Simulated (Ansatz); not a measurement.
Chalcopyrite ZnGeP₂, treated with PBE-D3(BJ) in Ansatz (PAW).

Numerical settings: plane-wave cutoff 520 eV, 10×10×10 k mesh, Fermi–Dirac smearing 0.01 eV, scalar-relativistic PAW data made under PBE.

Computed at the level's own relaxed cell.

Q: Predict the equilibrium volume per atom, band gap and lattice parameter c.

A: 
equilibrium volume per atom: 19.75 Å³/atom
band gap: 1.18 eV (indirect)
lattice parameter c: 10.711 Å

Measured, for comparison: band gap 2.05 eV (temperature not stated, no zero-point or thermal correction, pseudodirect, our sources range from 1.80 to 2.20; as tabulated in Rashkeev et al. (1999), arXiv:cond-mat/9809378); lattice parameter c 10.74 Å (temperature not stated, no zero-point or thermal correction; as tabulated in Rashkeev et al. (1999), arXiv:cond-mat/9809378). Computed (rounded) less measured: lattice parameter c -0.3 %.

Note: the bulk modulus comes from volumes at which shape and atoms were relaxed.

Spin–orbit coupling is not included.

Computed values are for the static lattice.

Ansatz is a first-principles code.
